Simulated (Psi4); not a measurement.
Setting up CH2AlN (SMILES N#[C][AlH2]) in Psi4

CH2AlN: 5 atoms, total charge 0, spin state singlet. SMILES: `N#[C][AlH2]`. Geometry: relaxed at PBE0-D4/def2-TZVP.

```xyz
5

N     1.3823   -1.3460    1.3942
C     0.7142   -0.6980    0.7118
Al   -0.4072    0.3900   -0.4346
H    -1.6297   -0.3229   -1.1202
H    -0.0097    1.9032   -0.5926
```

Settings wanted:

```yaml
task: gradient
method: DFT
functional: r2SCAN
basis_set: aug-cc-pVDZ
reference: RKS
integrals: pk
core_potential: none
frozen_core_orbitals: 0
integration_grid: 99 radial × 590 angular
symmetry: c1
properties: (wiberg, mayer, lowdin)
threads: 1
SCF_convergence_threshold: 1e-09
density_convergence_threshold: 1e-08
```

Question: Give a Psi4 1.11 job that does this.

Answer: One that was run (others would do as well):

ch2aln.dat:
```
memory 2200 mb

molecule {
  N      1.382300    -1.346000     1.394200
  C      0.714200    -0.698000     0.711800
  Al    -0.407200     0.390000    -0.434600
  H     -1.629700    -0.322900    -1.120200
  H     -0.009700     1.903200    -0.592600
  symmetry c1
}

set puream true
set e_convergence 1e-09
set d_convergence 1e-08
set scf_type pk
set dft_radial_points 99
set dft_spherical_points 590

e_tot, wfn = gradient('r2scan/aug-cc-pVDZ', return_wfn=True)
oeprop(wfn, 'WIBERG_LOWDIN_INDICES', 'MAYER_INDICES', 'LOWDIN_CHARGES', title='R2SCAN')
```

```bash
$ psi4 -i ch2aln.dat -o ch2aln.out -n 1
```

Calculated total energy: -336.38721 Eh, largest force 1.898 eV/Å. The shape isn't stationary at this level (largest force 1.9 eV/Å).
